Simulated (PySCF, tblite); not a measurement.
# 1,4-dimethoxybenzene (C₈H₁₀O₂): geometry, infrared bands, NMR shifts and electronic excitations

Aim: predict the infrared bands, NMR shifts and electronic excitations of 1,4-dimethoxybenzene (C₈H₁₀O₂) (`COc1ccc(OC)cc1`).

Computed with tblite 0.8.0 and PySCF 2.14.0, with density-fitted response routines of our own, on a single molecule in the gas phase. Atoms count from 0, in the outputs and in this text.

**1. The starting structure**

20 atoms, charge 0, multiplicity 1; geometry from: GFN2-xTB.

Bonds of the start (Å): C0–O1 1.41, O1–C2 1.37, C2–C3 1.39, C3–C4 1.38, C4–C5 1.39, C5–O6 1.37, O6–C7 1.41, C5–C8 1.39, C8–C9 1.38, C9–C2 1.39, C0–H10 1.10, C0–H11 1.10, C0–H12 1.09, C3–H13 1.08, C4–H14 1.08, C7–H15 1.10, C7–H16 1.09, C7–H17 1.10, C8–H18 1.08, C9–H19 1.08.

**2. Vibrational analysis with GFN2-xTB**

Job settings and geometry (Å):

```
{"job": {"kind": "ir", "xc": "GFN2-xTB", "basis": "xTB"}, "charge": 0, "multiplicity": 1}
C      3.577270    -0.792215    -0.564425
O      2.472529    -1.338614     0.111422
C      1.272433    -0.689915     0.022089
C      0.210579    -1.270294     0.709835
C     -1.048244    -0.702082     0.691381
C     -1.273498     0.469393    -0.024018
O     -2.474274     1.116715    -0.113918
C     -3.577530     0.570545     0.564412
C     -0.211573     1.050133    -0.711446
C      1.047667     0.482649    -0.691732
H      3.816827     0.212351    -0.199793
H      3.410382    -0.754854    -1.646259
H      4.411881    -1.459283    -0.352960
H      0.391175    -2.178787     1.262276
H     -1.842040    -1.183975     1.239489
H     -3.407463     0.531160     1.645611
H     -4.412140     1.238654     0.356595
H     -3.819760    -0.433157     0.199165
H     -0.391856     1.958930    -1.263729
H      1.842486     0.966358    -1.237032
```

**Question.** This job is followed by: PBE0-D3(BJ)/def2-SVP geometry optimisation, gas phase; GIAO PBE0/pcSseg-1 NMR shielding, non-relativistic, gas phase; TDDFT PBE0/def2-SVPD, vertical, gas phase, core orbitals frozen in the response; GIAO mPW1PW91/pcSseg-1 NMR shielding, non-relativistic, gas phase. What will the session give for the following? strongest single infrared mode (GFN2-xTB); zero-point energy (GFN2-xTB); point group; rotational constants (main isotopes); 13C shifts against TMS (PBE0/pcSseg-1, means over atoms taken as alike); 1H shifts against TMS (PBE0/pcSseg-1, means over atoms taken as alike); 17O shifts against H2O (PBE0/pcSseg-1, means over atoms taken as alike); lowest singlet (PBE0/def2-SVPD); brightest single state of those computed; lowest triplet; vertical ionisation energy (ΔSCF); range of the shift of O1.

The runs gave:

| quantity | value |
| --- | --- |
| strongest single infrared mode (GFN2-xTB) | 1206 cm⁻¹, 501 km/mol |
| zero-point energy (GFN2-xTB) | 100.5 kcal/mol |
| point group | C2h |
| rotational constants (main isotopes) | 4.54, 0.70, 0.61 GHz |
| 13C shifts against TMS (PBE0/pcSseg-1, means over atoms taken as alike) | 157.8, 117.7, 53.8 ppm |
| 1H shifts against TMS (PBE0/pcSseg-1, means over atoms taken as alike) | 6.79, 3.61 ppm |
| 17O shifts against H2O (PBE0/pcSseg-1, means over atoms taken as alike) | 91.7 ppm |
| lowest singlet (PBE0/def2-SVPD) | 4.66 eV (266 nm), f = 0.059 |
| brightest single state of those computed | state 8, 6.79 eV, f = 0.728 |
| lowest triplet | 3.59 eV |
| vertical ionisation energy (ΔSCF) | 7.56 eV |
| range of the shift of O1 | 91.0 to 91.7 ppm |

In words: All 54 modes are real, so the xTB geometry is a minimum. The strongest single mode, at 1206 cm⁻¹, is spread over many atoms; the largest shares are those of C5, C2. Unscaled tight-binding wavenumbers are off by several per cent, some by more. Its intensities can rank the bands wrongly. The optimisation took 4 steps and gained 0.044 eV; among the close pairs (by a distance rule), C3–H13 changed most, from 1.079 to 1.092 Å. H13, H14, H18, H19 (mean) (hydrogen on an aromatic CH) lies farthest downfield among hydrogen, at 6.79 ppm; aromatic region. At PBE0/pcSseg-1: Shielding is most anisotropic at C3, C4, C8, C9 (span 192 ppm, paramagnetic term -190 ppm). NICS(1)zz of -26 ppm above the planar ring from C2 marks a diatropic (aromatic) ring current. The lowest singlet, at 4.66 eV, is HOMO→LUMO 0.91 and is bright; of the 10 states computed, the strongest absorption comes from state 8 at 6.79 eV. The lowest triplet lies 1.07 eV below the lowest singlet (triplets in Tamm-Dancoff, singlets in full TDDFT). ΔSCF puts the ionisation energy at 7.56 eV, 1.72 eV above −ε(HOMO). Across the 2 runs the shift of O1 (with its like atoms) moves most, between 91.0 (mPW1PW91/pcSseg-1) and 91.7 ppm (PBE0/pcSseg-1).
